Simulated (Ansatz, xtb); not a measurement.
## Relative energy of two structures of C2H3

We compare I, a doublet given by its coordinates, with II, `[CH]=C`, a doublet. Both are isolated molecules in the gas phase, relaxed with PBE0-D3(BJ)/def2-SVP.

I (Å):

```xyz
5

C    -0.2933   -0.4180    0.5575
C    -0.5965    0.8353   -0.0636
H    -0.2920    0.0693    1.5738
H    -1.0791   -1.1987    0.5826
H     0.7173   -0.8484    0.4124
```

Close contacts (Å): C1–C2 1.43, C1–H3 1.13, C1–H4 1.11, C1–H5 1.11.

II (Å):

```xyz
5

C    -0.3444   -0.4754    1.1766
C     0.1195   -1.1901    0.1802
H     0.0502    0.1204    2.0002
H     1.2009   -1.3082    0.0042
H    -0.5444   -1.7045   -0.5262
```

Quicker runs give these differences E(II) − E(I): GFN2-xTB −48.7 kcal/mol; HF/STO-3G −37.5 kcal/mol (at GFN2-xTB geometries); r2SCAN-D4/def2-SVP −53.3 kcal/mol (at GFN2-xTB geometries).

**Question.** Estimate E(II) − E(I) at the level CCSD(T)/def2-TZVPP.

**Answer.** Calculated at CCSD(T)/def2-TZVPP: E(II) − E(I) = −48.7 kcal/mol, so structure II lies lower.

Level by level:

| level | geometry | E(II) − E(I) (kcal/mol) | departure from the last row (kcal/mol) | job, with rough time for the two |
| --- | --- | --- | --- | --- |
| GFN2-xTB | GFN2-xTB | −48.7 | 0.0 | optimisation, 0.071 s |
| HF/STO-3G | GFN2-xTB | −37.5 | +11.2 | single point, 0.16 s |
| r2SCAN-D4/def2-SVP | GFN2-xTB | −53.3 | −4.6 | single point, 1.9 s |
| PBE0-D3(BJ)/def2-SVP | PBE0-D3(BJ)/def2-SVP | −50.3 | −1.6 | optimisation, 15 s |
| HF/def2-TZVPP | PBE0-D3(BJ)/def2-SVP | −43.3 | +5.4 | part of the CCSD(T) run |
| MP2/def2-TZVPP | PBE0-D3(BJ)/def2-SVP | −48.1 | +0.6 | part of the CCSD(T) run |
| CCSD(T)/def2-TZVPP | PBE0-D3(BJ)/def2-SVP | −48.7 |  | single point, 15 s |

The levels shown agree on the order. The largest departure from CCSD(T)/def2-TZVPP is that of HF/STO-3G, 11.2 kcal/mol.

With harmonic frequencies from PBE0-D3(BJ)/def2-SVP (ideal gas, rigid rotor, one conformer each, 298.15 K, 1 atm): the zero-point term adds +1.0 kcal/mol; ΔH is −47.8 and ΔG −47.5 kcal/mol.

Open shells are spin-unrestricted, with notable spin contamination under HF/STO-3G, r2SCAN-D4/def2-SVP, HF/def2-TZVPP, MP2/def2-TZVPP, CCSD(T)/def2-TZVPP. The correlated steps freeze 2 core orbitals. Codes used: Ansatz 0.2.0, xtb 6.7.1; the last row on 1 thread of Intel(R) Xeon(R) 6975P-C (Granite Rapids) on a shared host.
